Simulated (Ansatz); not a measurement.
Species: C$_{4}$H$_{3}$N$_{2}$, net charge 0, doublet state. It need not be the lowest isomer of its formula. 
Structure (B3LYP-D3(BJ)/def2-TZVP (Ansatz, an electronic-structure program) minimum search):
```
C
N 1 1.3348
C 2 1.3294 1 118.13
H 3 1.0814 2 118.28 1 180.00
H 1 1.0837 2 117.14 3 180.00
C 1 1.3871 5 120.82 2 180.00
N 6 1.3422 1 118.89 5 180.00
C 7 1.2781 6 118.64 1 0.00
H 6 1.0827 7 118.59 8 180.00
```
Charge 0, spin multiplicity 2.

Quantity: atomisation energy (electronic, to ground-state atoms), in kcal/mol. Cores are frozen in the correlated levels unless marked. UHF or UKS for open shells. No spin-orbit coupling. Non-relativistic. The coupled-cluster limit lacks core correlation, which all-electron functionals hold. CBS(X,Y): correlation extrapolated as X^-3; Hartree-Fock from the larger set.

```tsv
level	program	atomisation energy (kcal/mol)
HF/cc-pVTZ	Ansatz	667.2
```

Problem. Predict the CCSD(T)/CBS(cc-pVTZ,cc-pVQZ) result (Ansatz).

Solution. 984.7 kcal/mol
